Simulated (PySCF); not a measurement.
# C2H4N2: the cost of one run

Computed with PySCF 2.14.0 and routines of our own; the level stands in each step. Atoms count from 0.

## 1. The system as given

8 atoms, charge 0, multiplicity 1; geometry from: GFN2-xTB.

## 2. Magnetic properties: GIAO BHandHLYP/pcSseg-1

Job settings and geometry (Å):

```
{"job": {"kind": "mag", "xc": "BHandHLYP", "basis": "pcSseg-1", "isotopologues": 4}, "charge": 0, "multiplicity": 1}
N      1.800637    -0.042737     0.061062
C      0.600395    -0.417341     0.079374
C     -0.600044     0.423929    -0.089107
N     -1.797759     0.041229    -0.062475
H      1.935861     0.957714    -0.090568
H      0.420043    -1.479556     0.237888
H     -0.426685     1.486671    -0.251870
H     -1.923391    -0.960496     0.091131
```

Level: GIAO BHandHLYP/pcSseg-1 magnetisability, rotational g tensor and spin-rotation constants, non-relativistic, gas phase.

The run is started by

```
OMP_NUM_THREADS=1 python excited_run.py task.json out
```

One launch serves the whole session: the jobs run in the order shown.

Q: Estimate the wall time and peak memory of this first job on 1 thread of Arm Neoverse V1, shared host.

About 3.7 s, with a peak of 0.48 GiB.
